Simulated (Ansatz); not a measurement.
Process, species as SMILES: [OH] (OH) → H atom + O atom
B3LYP-D3(BJ)/def2-TZVP geometries, fixed; electronic energies without zero-point terms.
Largest species:
```
O
H 1 0.9767
```
Charge 0, spin multiplicity 2.

The atomisation energy at MP2 with Ansatz (an electronic-structure program), in kcal/mol, split into its Hartree-Fock and correlation parts. Cores are frozen. Open shells are unrestricted. No added dispersion term, no relativity. Functions are those of the species that has most.

```json
[
 {"basis": "cc-pVDZ", "X": "2", "functions": "19", "Hartree-Fock": "64.13", "MP2": "93.77"},
 {"basis": "cc-pVTZ", "X": "3", "functions": "44", "Hartree-Fock": "67.39", "MP2": "102.98"},
 {"basis": "cc-pVQZ", "X": "4", "functions": "85", "Hartree-Fock": "67.98", "MP2": "105.82"},
 {"basis": "cc-pV5Z", "X": "5", "functions": "146", "Hartree-Fock": "68.18", "MP2": "106.87"}
]
```

Worked estimate of the basis-set limit from each neighbouring pair, with Hartree-Fock from the larger set and the correlation part extrapolated as X^-3.
Correlation parts: X = 2: 29.64, X = 3: 35.59, X = 4: 37.84, X = 5: 38.69.
- (2,3): (27·(35.59) - 8·(29.64))/19 = 38.10; with Hartree-Fock 67.39 the estimate is 105.49 kcal/mol.
- (3,4): (64·(37.84) - 27·(35.59))/37 = 39.48; with Hartree-Fock 67.98 the estimate is 107.46 kcal/mol.
- (4,5): (125·(38.69) - 64·(37.84))/61 = 39.58; with Hartree-Fock 68.18 the estimate is 107.76 kcal/mol.
The last two estimates differ by 0.30 kcal/mol; the largest set lies 0.89 from the last. Over the last step Hartree-Fock moves by 0.20 and the correlation part by 0.85.
